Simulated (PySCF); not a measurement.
A series of substituents X on one scaffold: NC-X. All species are isolated molecules in the gas phase. Strings in code marks are SMILES. All members: neutral, multiplicity 1. Level: PBE-D3(BJ)/def2-TZVP // B3LYP-D3(BJ)/def2-TZVP (PySCF). Delta-SCF ions had no search for a lower state.  The removal energy is E(N − 1 electrons) − E(N electrons) at the parent's geometry; ε(HOMO) is measured against the vacuum level.

```json
[
 {"species": "`CNC#N`", "−ε(HOMO) (eV)": "6.15", "vertical ionisation energy (Delta-SCF) (eV)": "9.71"},
 {"species": "`N#CN`", "−ε(HOMO) (eV)": "6.62", "vertical ionisation energy (Delta-SCF) (eV)": "10.57"},
 {"species": "`COC#N`", "−ε(HOMO) (eV)": "7.10", "vertical ionisation energy (Delta-SCF) (eV)": "10.91"},
 {"species": "`C=CC#N`", "−ε(HOMO) (eV)": "7.34", "vertical ionisation energy (Delta-SCF) (eV)": "withheld"},
 {"species": "`N#CC=O`", "−ε(HOMO) (eV)": "7.45", "vertical ionisation energy (Delta-SCF) (eV)": "11.50"},
 {"species": "`CC#N`", "−ε(HOMO) (eV)": "8.11", "vertical ionisation energy (Delta-SCF) (eV)": "12.14"}
]
```

Task: Fit vertical ionisation energy (Delta-SCF) = a + b·x to the 5 complete rows by least squares, with x = −ε(HOMO) in eV. Give a, b and the rms residual, and predict the withheld value.

Result: Means of the 5 rows: x̄ = 7.086, ȳ = 10.966 eV. Σ(x − x̄)² = 2.2745 and Σ(x − x̄)(y − ȳ) = 2.7559, so b = 1.212 and a = ȳ − b·x̄ = 2.378 eV. The rms residual is 0.111 eV. At x = 7.34 the line gives 11.27 eV. The run for `C=CC#N` gave 10.72 eV, so the line is off by 0.55 eV, more than twice the rms residual.

Codes: PySCF.
